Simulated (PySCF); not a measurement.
Estimate the missing entries of this data sheet.

Species: C6H10.
SMILES: `C/C=C\C=C/C`

Conformer (atom-mapped SMILES and torsion angles): `[CH3:1]/[CH:2]=[CH:3]\[CH:4]=[CH:5]/[CH3:6]`: C2–C3–C4–C5 180°.

```tsv
property	level	value
point group	PBE0-D3(BJ)/def2-SVP	C2h
rotational constants A, B, C	PBE0-D3(BJ)/def2-SVP	11.692, 1.561, 1.401 GHz
dipole moment	PBE0/def2-SVPD	0.00 D
HOMO energy	PBE0/def2-SVPD	?
LUMO energy	PBE0/def2-SVPD	?
lowest singlet excitation	TDDFT PBE0/def2-SVPD	5.49 eV (226 nm, f = 0.790)
static isotropic polarisability	PBE0/def2-SVPD	?
electronic spatial extent ⟨r²⟩ about the centre of nuclear charge	PBE0/def2-SVPD	?
```

Gas-phase values; electronic properties from PySCF, density fitting. Isolated species at its PBE0-D3(BJ)/def2-SVP geometry (one conformer only).

What is the electronic spatial extent ⟨r²⟩ about the centre of nuclear charge?

882 bohr².

Give the HOMO energy.

-6.20 eV.

The static isotropic polarisability?

83.4 au.

Give the LUMO energy.

-0.58 eV.

The rotational constants make it an asymmetric top with κ = (2B − A − C)/(A − C) = -0.97, nearer the prolate limit (−1). With B = h/(8π²I), that is 505.379 GHz u Å² over I, the principal moments of inertia are 43.2, 323.7 and 360.6 u Å² (most abundant isotopes); the inertial defect Ic − Ia − Ib is -6.3 u Å² (zero for a rigid planar frame, negative otherwise). The 6 singlets span 5.49 to 6.90 eV, and their oscillator strengths add up to 0.81. Point group C2h forbids a permanent dipole, so the rigid molecule has no electric-dipole pure rotational spectrum. The polarisability is 12.36 Å³ as a volume (1 au = 0.148185 Å³), or 1.81 au for each of the 46 electrons. No computed singlet falls in the visible range (750 to 380 nm, 1.65 to 3.26 eV); S1 lies 2.23 eV above its blue end.
